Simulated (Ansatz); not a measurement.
Input for Ansatz (development build ahead of 0.2.0):

```yaml
crystal:
  periodic: [false, false, false]
  atoms:
    - { symbol: "N", position_ang: [0.0, 0.0, 0.50459] }
    - { symbol: F, position_ang: [1.31474, 0.0, -0.13082] }
    - { symbol: F, position_ang: [-0.65737, 1.1386, -0.13082] }
    - { symbol: F, position_ang: [-0.65737, -1.1386, -0.13082] }
basis:
  gaussian: { orbitals: def2-TZVP }
hamiltonian:
  xc: hf
```

The input is written out in the form of the current development build from the run's settings.

Output:

```yaml
Converged: yes
Total_energy: -352.65698 hartree
Spin_squared_of_the_determinant: 0.000
```
